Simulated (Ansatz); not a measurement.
`C=CCF` and `C=C(C=S)CF` differ in one atom or group.

Ansatz, PBE0-D4/def2-TZVP geometries, multiplicity 1. Each molecule was computed in one conformer, which needn't be the lowest.

```tsv
property	`C=CCF`
size of the dipole moment (B3LYP/def2-TZVPP) / D	1.70
HOMO–LUMO gap (ωB97M-V/def2-TZVPP) / eV	12.26
HOMO energy (B3LYP/def2-TZVPP) / eV	-7.46
size of the dipole moment (PBE/def2-TZVPP) / D	1.59
size of the dipole moment (ωB97M-V/def2-TZVPP) / D	1.69
HOMO–LUMO gap (PBE/def2-TZVPP) / eV	5.66
```

Problem. Give the same properties after the change, and the shifts. (Best estimate.)

Solution. The calculation gave: 
| property | `C=C(C=S)CF` | shift |
| --- | --- | --- |
| size of the dipole moment (B3LYP/def2-TZVPP) / D | 1.76 | 0.06 |
| HOMO–LUMO gap (ωB97M-V/def2-TZVPP) / eV | 8.15 | -4.11 |
| HOMO energy (B3LYP/def2-TZVPP) / eV | -6.48 | 0.98 |
| size of the dipole moment (PBE/def2-TZVPP) / D | 1.70 | 0.11 |
| size of the dipole moment (ωB97M-V/def2-TZVPP) / D | 1.71 | 0.02 |
| HOMO–LUMO gap (PBE/def2-TZVPP) / eV | 1.77 | -3.89 |

With PBE0 the HOMO rises by 0.96 eV and the LUMO falls by 3.05 eV, so the gap narrows by about 4.01 eV. PBE moves the HOMO by 1.06 eV and ωB97M-V by 0.98 eV. Dipoles are sizes alone; their direction can turn.

B3LYP here is the variant with VWN-RPA as its local correlation; programs differ in this.
